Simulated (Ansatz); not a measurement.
CH3⁺, triplet: from triple and quadruple zeta to the limit

| atom | x (Å) | y (Å) | z (Å) |
| --- | --- | --- | --- |
| C | 0.0000 | 0.0000 | 0.0548 |
| H | 0.0000 | 0.6835 | -0.8953 |
| H | 0.0000 | 0.0000 | 1.1377 |
| H | 0.0000 | -0.6835 | -0.8953 |

Ansatz 0.2.0, UHF determinant, valence electrons correlated. Energies in eV.

```csv
set,X,functions,Hartree–Fock,MP2 correlation,CCSD(T) correlation,time
def2-TZVPP,3,73,-1064.4353,-3.2887,-3.9478,"1.2 s on 1 thread of Arm Neoverse V2, with other jobs on the host"
def2-QZVPP,4,147,-1064.4911,-3.5152,-4.1412,"13 s on 1 thread of Arm Neoverse V2, with other jobs on the host"
```

Hartree–Fock is taken to follow E(X) = E∞ + A·exp(−7.88·√X), correlation E(X) = E∞ + B·X^−2.97.

Cautions: lower spins were not checked.

Work out the CCSD(T) energy at the limit, and how far the shortcut misses it that extrapolates MP2 and adds CCSD(T) minus MP2 from the smaller set.

Hartree–Fock: E∞ = E4 + 0.1377·(E4 − E3) = -1064.4988. Correlation: E∞ = E4 + 0.7407·(E4 − E3) = -4.2844 for CCSD(T) and -3.6831 for MP2. The limit is -1068.7832 eV, 0.151 eV below def2-QZVPP. The shortcut gives a correlation energy of -3.6831 + (-0.6591) = -4.3422, 58 meV lower than the direct value.
